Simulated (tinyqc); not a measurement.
Born-Oppenheimer dynamics on the RHF/sto-6g surface (energies and gradients from PySCF), for H3O+, spin multiplicity 1, step by step. Computed by tinyqc, a small Python program that keeps every step (integrals from PySCF). Settings: charge = 1, multiplicity = 1, basis = sto-6g, time step (fs) = 0.5, steps = 16. Command: `OMP_NUM_THREADS=1 python tinyqc.py 22358 22359 out.jsonl` (the two numbers bound the seeds that draw the settings). One thread of a shared host (Intel(R) Xeon(R) Processor @ 2.60GHz), about 4 s of CPU time with the checks.

## Velocity Verlet step 1

positions (bohr), order 1O, 2H, 3H, 4H:
$$\begin{pmatrix}
0.043464 & -0.015118 & 0.370386 \\
1.821696 & 0.056692 & 0.018897 \\
-0.873053 & 1.341706 & -0.052912 \\
-0.874943 & -1.555245 & 0.013228
\end{pmatrix}$$

velocities (bohr per atomic time unit), order 1O, 2H, 3H, 4H:
$$\begin{pmatrix}
0.000005246 & 0.000010545 & 0.000035399 \\
0.000088246 & 0.000137545 & -0.000141601 \\
-0.000084754 & -0.000240455 & -0.000268601 \\
-0.000086754 & -0.000064455 & -0.000151601
\end{pmatrix}$$

gradient (hartree/bohr), order 1O, 2H, 3H, 4H:
$$\begin{pmatrix}
-0.03999166 & 0.09535318 & -0.04258589 \\
-0.03185018 & 0.00232851 & 0.00736802 \\
0.07129943 & -0.12379673 & 0.03312733 \\
0.00054240 & 0.02611504 & 0.00209054
\end{pmatrix}$$

masses (electron masses): 1O 29156.946388, 2H 1837.152588, 3H 1837.152588, 4H 1837.152588

gradient after step 1 (hartree/bohr), order 1O, 2H, 3H, 4H:
$$\begin{pmatrix}
-0.03293582 & 0.08390719 & -0.03801965 \\
-0.02774142 & 0.00257294 & 0.00689892 \\
0.06206749 & -0.10982908 & 0.02948151 \\
-0.00139026 & 0.02334896 & 0.00163922
\end{pmatrix}$$

dt = 0.5 fs = 20.6707 atomic units; x' = x + v dt - g dt^2 / (2m); after the new gradient g', v' = v - (g + g') dt / (2m).

positions after step 1 (bohr), order 1O, 2H, 3H, 4H:
$$\begin{pmatrix}
0.043865 & -0.015598 & 0.371430 \\
1.827224 & 0.059264 & 0.015113 \\
-0.883097 & 1.351131 & -0.062317 \\
-0.876800 & -1.559614 & 0.009851
\end{pmatrix}$$

velocities after step 1 (bohr per atomic time unit), order 1O, 2H, 3H, 4H:
$$\begin{pmatrix}
0.000031097 & -0.000052997 & 0.000063971 \\
0.000423493 & 0.000109971 & -0.000221863 \\
-0.000835041 & 0.001073864 & -0.000620822 \\
-0.000081984 & -0.000342726 & -0.000172584
\end{pmatrix}$$

## Velocity Verlet step 2

gradient after step 2 (hartree/bohr), order 1O, 2H, 3H, 4H:
$$\begin{pmatrix}
-0.01373530 & 0.05117206 & -0.02600566 \\
-0.01960977 & 0.00299453 & 0.00598689 \\
0.03748559 & -0.07250002 & 0.01878775 \\
-0.00414052 & 0.01833343 & 0.00123102
\end{pmatrix}$$

As before.

positions after step 2 (bohr), order 1O, 2H, 3H, 4H:
$$\begin{pmatrix}
0.044749 & -0.017309 & 0.373031 \\
1.839204 & 0.061238 & 0.009725 \\
-0.907575 & 1.386101 & -0.078578 \\
-0.878333 & -1.569413 & 0.006093
\end{pmatrix}$$

velocities after step 2 (bohr per atomic time unit), order 1O, 2H, 3H, 4H:
$$\begin{pmatrix}
0.000047641 & -0.000100879 & 0.000086666 \\
0.000689879 & 0.000078650 & -0.000294356 \\
-0.001395101 & 0.002099600 & -0.000892373 \\
-0.000050869 & -0.000577220 & -0.000188731
\end{pmatrix}$$

## Energy conservation

The total energy should stay constant up to terms of order dt^2; the step counts as short enough if it moves by less than 2 % of the largest kinetic energy.

Trajectory:
```
time (fs)  1O-2H (angstrom)  potential (hartree)  kinetic (hartree)  total (hartree)
0.000000           0.959959         -76.02884482         0.00022106     -76.02862376
0.500000           0.963180         -76.03130763         0.00253105     -76.02877659
1.000000           0.969742         -76.03678448         0.00772325     -76.02906123
1.500000           0.978760         -76.04094054         0.01174862     -76.02919192
2.000000           0.989040         -76.04144302         0.01230642     -76.02913660
2.500000           0.999239         -76.03877347         0.00977065     -76.02900282
3.000000           1.008062         -76.03480165         0.00592522     -76.02887642
3.500000           1.014421         -76.03144036         0.00264750     -76.02879286
4.000000           1.017550         -76.03000406         0.00124351     -76.02876055
4.500000           1.017079         -76.03101067         0.00223044     -76.02878023
5.000000           1.013054         -76.03414432         0.00529267     -76.02885165
5.500000           1.005943         -76.03827408         0.00930485     -76.02896923
6.000000           0.996597         -76.04159646         0.01249053     -76.02910593
6.500000           0.986181         -76.04214071         0.01295059     -76.02919012
7.000000           0.976052         -76.03892274         0.00980740     -76.02911534
7.500000           0.967596         -76.03343324         0.00457059     -76.02886265
8.000000           0.962045         -76.02960775         0.00095635     -76.02865140
```

The total energy moves within 5.7e-04 hartree; that is over 2 % of the largest kinetic energy, so the time step is too long.
